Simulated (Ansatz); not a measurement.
We consider hcp Mg, described by PBEsol (Ansatz, a program for electronic structure, PAW).

A relaxed, unreconstructed slab of the (11-20) face has 16 atoms, two equal faces of 28.394 Å² each and an energy of -30589.9777 eV. A bulk cell of 4 atoms with the same orientation and in-plane k mesh has -7648.2046 eV. Energies are extrapolated to zero smearing.

Numerical settings: plane-wave cutoff 500 eV, 12×10×1 k mesh (along the axes of the cell as run), Fermi–Dirac smearing 0.1 eV, scalar-relativistic PAW data made under PBE.

Worked out: γ = (E_slab − N E_bulk per atom)/2A = [-30589.9777 − 16 × (-7648.2046/4)]/(2 × 28.394) = 0.0500 eV/Å². With 16.022 J/m² per eV/Å² this is 0.80 J/m², or 1.42 eV per surface cell and face.
